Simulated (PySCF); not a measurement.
How well do the runs reproduce experiment for nitrogen trifluoride?

**What was measured.**

NIST CCCBDB Release 22 (SRD 101), experimental dipoles lists, for the gas: dipole moment (microwave Stark effect) 0.235 D.

NIST CCCBDB Release 22 (SRD 101), experimental polarizabilities lists, for the gas: mean polarisability 2.81 Å³.

The runs below try to reproduce these values; the comparison stands at the end.

Compound: nitrogen trifluoride, NF3.
Numbering: `[F:1][N:2]([F:3])[F:4]`

Cartesian coordinates in Å at the PBE0-D3(BJ)/def2-SVP level; atoms count from 1:
```xyz
4
NF3 angstrom
F     -0.551    1.073   -0.166
N      0.008   -0.003    0.433
F     -0.644   -1.033   -0.151
F      1.226   -0.062   -0.149
```

The PySCF runs (gas phase, on this PBE0-D3(BJ)/def2-SVP geometry; no spin–orbit coupling):

```csv
level,job,basis functions,wall time
B3LYP/def2-SVPD,"10 singlets by full TDDFT, 4 Tamm–Dancoff triplets, polarisability, ΔSCF ions",89,4.7 s
HF/def2-SVPD,"10 singlets by TDHF, 4 Tamm–Dancoff triplets, polarisability, ΔSCF ions",89,1.3 s
LDA/def2-SVPD,"10 singlets by full TDDFT, 4 Tamm–Dancoff triplets, polarisability, ΔSCF ions",89,4.2 s
PBE/def2-SVPD,"10 singlets by full TDDFT, 4 Tamm–Dancoff triplets, polarisability, ΔSCF ions",89,6.1 s
B3LYP/6-31G*,spin–spin couplings from 4 perturbed nuclei,56,1.7 s
B3LYP/aug-cc-pVTZ-J,spin–spin couplings from 4 perturbed nuclei,184,6.3 s
B3LYP/cc-pVTZ,spin–spin couplings from 4 perturbed nuclei,120,3.7 s
B3LYP/def2-TZVP,spin–spin couplings from 4 perturbed nuclei,124,3.7 s
B3LYP/pcJ-0,spin–spin couplings from 4 perturbed nuclei,52,1.5 s
B3LYP/pcJ-2,spin–spin couplings from 4 perturbed nuclei,204,8.4 s
BHandHLYP/pcJ-1,spin–spin couplings from 4 perturbed nuclei,108,3.1 s
CAM-B3LYP/pcJ-1,spin–spin couplings from 4 perturbed nuclei,108,3.7 s
```

Hardware: an AMD EPYC 7R32 with one thread (shared host).

All basis functions are spherical.

**Comparison with experiment**

**Dipole moment.** Measured: 0.235 D (NIST CCCBDB Release 22 (SRD 101), experimental dipoles).

| level | computed (D) | computed − measured (D) |
| --- | --- | --- |
| B3LYP/def2-SVPD | 0.133 | -0.102 |
| HF/def2-SVPD | 0.314 | +0.079 |
| LDA/def2-SVPD | 0.035 | -0.200 |
| PBE/def2-SVPD | 0.061 | -0.174 |
| B3LYP/6-31G* | 0.006 | -0.229 |
| B3LYP/aug-cc-pVTZ-J | 0.157 | -0.078 |
| B3LYP/cc-pVTZ | 0.080 | -0.155 |
| B3LYP/def2-TZVP | 0.096 | -0.139 |
| B3LYP/pcJ-0 | 0.217 | -0.018 |
| B3LYP/pcJ-2 | 0.147 | -0.088 |
| BHandHLYP/pcJ-1 | 0.243 | +0.008 |
| CAM-B3LYP/pcJ-1 | 0.154 | -0.081 |

12 of the 13 levels run are shown, the closest and the furthest among them. Closest is BHandHLYP/pcJ-1 (+0.008 D), furthest B3LYP/6-31G* (-0.229 D); one molecule doesn't rank methods. The computed dipoles belong to one fixed geometry; measured ones are averaged over vibrations unless marked μe. Magnitudes are compared, not signs.

**Mean polarisability.** Measured: 2.81 Å³ (NIST CCCBDB Release 22 (SRD 101), experimental polarizabilities).

```json
{"level": "B3LYP/def2-SVPD", "computed (Å³)": "2.66", "computed − measured (Å³)": "-0.15", "% (from the printed values)": "-5"}
{"level": "HF/def2-SVPD", "computed (Å³)": "2.39", "computed − measured (Å³)": "-0.42", "% (from the printed values)": "-15"}
{"level": "LDA/def2-SVPD", "computed (Å³)": "2.77", "computed − measured (Å³)": "-0.04", "% (from the printed values)": "-1"}
{"level": "PBE/def2-SVPD", "computed (Å³)": "2.78", "computed − measured (Å³)": "-0.03", "% (from the printed values)": "-1"}
```

Closest is PBE/def2-SVPD (-0.03 Å³), furthest HF/def2-SVPD (-0.42 Å³); one molecule doesn't rank methods. All 4 levels lie below the measurement. The computed values are static and purely electronic, with core orbitals frozen in the response (1 au = 0.148185 Å³). The table of measured values doesn't say here whether a value is static or optical, or holds a vibrational part.

No measured geometry was used, and the causes of the misses weren't examined.
